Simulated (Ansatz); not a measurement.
Reaction: C2H5S (SMILES CC[S], doublet) → C2H5S (SMILES [CH2]SC, doublet)
Each species at its own B3LYP-D3(BJ)/def2-TZVP minimum (Ansatz, a program for electronic structure).

Total energies in hartree (Ansatz). UHF or UKS for unpaired electrons; spin-orbit terms are left out. Cores are frozen in correlated methods. No relativity.

```tsv
species	HF/cc-pV(T+d)Z	CCSD(T)/cc-pV(T+d)Z	HF/cc-pV(Q+d)Z	CCSD(T)/cc-pV(Q+d)Z	CCSD(T)/cc-pV(D+d)Z	CCSDT(Q)/cc-pV(D+d)Z
1: C2H5S (SMILES [S]CC, doublet)	-476.20236	-476.76879	-476.21100	-476.80924	-476.62398	-476.62570
2: C2H5S (SMILES CS[CH2], doublet)	-476.17853	-476.74952	-476.18760	-476.79182	-476.60006	-476.60206
```

### Question
Work out the isomerisation energy (electronic) in kcal/mol: take Hartree-Fock from cc-pV(Q+d)Z, extrapolate the CCSD(T) correlation energy as X^-3 (X = 3, 4), and add CCSDT(Q) - CCSD(T) in cc-pV(D+d)Z. 1 hartree = 627.51 kcal/mol.

### Answer

Species 1: correlation (64·(-0.59824) - 27·(-0.56643))/37 = -0.62145; step -0.00172; E1 = -476.21100 + (-0.62145) + (-0.00172) = -476.83417
Species 2: correlation (64·(-0.60422) - 27·(-0.57099))/37 = -0.62847; step -0.00200; E2 = -476.18760 + (-0.62847) + (-0.00200) = -476.81807
-1·E1 +1·E2 = 0.01610 hartree = 10.1 kcal/mol.
